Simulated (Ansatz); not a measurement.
Job for Ansatz (an electronic-structure program): R-CAM-B3LYP/def2-TZVPPD on HF (SMILES F). Files ending in .json are basis or fitting sets from the Basis Set Exchange.

Ansatz 0.2 input:
```yaml
crystal:
  periodic: [false, false, false]
  atoms:
    - {symbol: F, position_ang: [0.00000000, 0.00000000, 0.00000000]}
    - {symbol: H, position_ang: [0.91538107, 0.00000000, 0.00000000]}
basis:
  gaussian:
    orbitals: def2-TZVPPD.json
hamiltonian:
  xc: {name: CAM-B3LYP}
scf: {lower_state_search: off}
```

The log:

```
WARN ansatz: RAYON_NUM_THREADS=1 ignored (pool sized by the plan → 1); use --threads N
Functional definition: CAM-B3LYP
these checks for a lower state are left out or cut short: stability, starts, cluster_reference, orbital_swaps, neighbouring_geometries, increment
integrals: 0.00 GiB planned
256 factors; their error is unknown
integrals: 0.04 GiB planned
78 factors; integrals over basis functions are off by at most 5.1e-5 eV
mean field: 0.09 GiB planned
mean field evaluation 1: about -2732.4928 eV, gradient 3.2e1 eV
mean field evaluation 2: about -2731.6162 eV, gradient 4.3e1 eV
mean field evaluation 4: about -2733.9197 eV, gradient 2.0e-1 eV
mean field evaluation 8: about -2733.9268 eV, gradient 8.0e-3 eV
mean field -2733.92680672 eV, -100.4699570247 hartree, gradient 6.2e-6 eV, S^2 0.000000; 0 other end points of the search recorded, 0 dependent functions left out
reference -2733.92689217 eV, -100.4699601649 hartree; 5, 5 occupied and 52, 52 virtual orbitals, 256 factors
Total energy: -2733.92689217 eV, -100.4699601649 hartree
Checks for a lower state left out: stability, starts, cluster_reference, orbital_swaps, neighbouring_geometries, increment
```

The run converged.

Cost: about 0.4 core-seconds (a rough figure).
